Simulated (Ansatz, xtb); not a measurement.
**A geometry optimisation of CH2FO+ with r2SCAN-D4/def2-SVP**

The starting geometry of this gas-phase singlet has its atoms placed at random.

```xyz
5

C    -0.3568   -0.4628   -0.0943
F     0.3422    0.2410   -0.9841
O     1.2755   -0.1386    0.0071
H     1.3399   -0.3028    0.9630
H    -1.4138   -0.0526    0.6146
```

Q: One run relaxed it with r2SCAN-D4/def2-SVP. What is a likely outcome?

A: It ends as `O[CH+]F`. Distances that change by over a tenth: C1–H5 (1.34 → 1.11 Å), F2–O3 (1.41 → 2.13 Å). Contacts that close: C1–O3 (1.67 → 1.25 Å).

The energy falls by 13.20 eV over 12 steps:

```tsv
step	E − E(last) (eV)
1	13.198
2	9.567
3	6.286
5	2.874
6	1.288
7	0.373
8	0.074
10	0.002
11	0.000
12	0.000
```

Final geometry (Å):

| atom | x (Å) | y (Å) | z (Å) |
| --- | --- | --- | --- |
| C | -0.0454 | -0.0779 | -0.1255 |
| F | -0.2348 | 0.1909 | -1.3315 |
| O | 1.1373 | -0.2270 | 0.2419 |
| H | 1.2652 | -0.4382 | 1.1956 |
| H | -0.9353 | -0.1638 | 0.5259 |

From the same start GFN2-xTB reaches the same bonding as this run.

From so rough a start the end depends on the optimiser's path, so another program may land elsewhere. The end wasn't checked by frequencies. Run with Ansatz 0.2.0, 17 s on 1 thread of Intel(R) Xeon(R) Platinum 8259CL CPU @ 2.50GHz (Skylake/Cascade Lake), with other jobs on the host.
